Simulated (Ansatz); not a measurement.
C5H12O can be A, `CC(C)C(C)O`, or B, `CCCCCO`.

Isolated molecules relaxed with PBE0-D4/def2-TZVP in Ansatz; ΔE leaves out vibrations. CBS: MP2 limit from def2 TZ/QZ plus the TZ coupled-cluster correction, frozen cores. DFT in def2-TZVPP. Each species was taken in one conformer, which may not be the lowest.

Which isomer does CCSD(T)/CBS put lower? Give the gap. (An estimate is asked.)

The calculation gave: A, by 5.2 kcal/mol.

Give E(B) − E(A) in kcal/mol with CCSD/def2-TZVPP, HF/def2-TZVPP, LDA (SPW92), BLYP-D4, PBE-D4, PBE0-D4, B2PLYP. (An estimate is asked.)

The calculation gave: CCSD/def2-TZVPP 4.7, HF/def2-TZVPP 2.6, LDA (SPW92) 5.9, BLYP-D4 4.2, PBE-D4 4.2, PBE0-D4 4.2, B2PLYP 4.1. None reverses the order clearly.

Largest T1 diagnostic: 0.009.

From BLYP to BHLYP (50 % exact exchange), in def2-TZVPP and without D4, E(B) − E(A) moves by +0.8 kcal/mol. Leaving LDA and LC-ωPBE aside and taking each functional with its dispersion term where it has one, the values, not all of them listed here, spread over 1.2 kcal/mol, from B2PLYP to B97M-V. LDA lies +2.5 kcal/mol from PBE without D4.
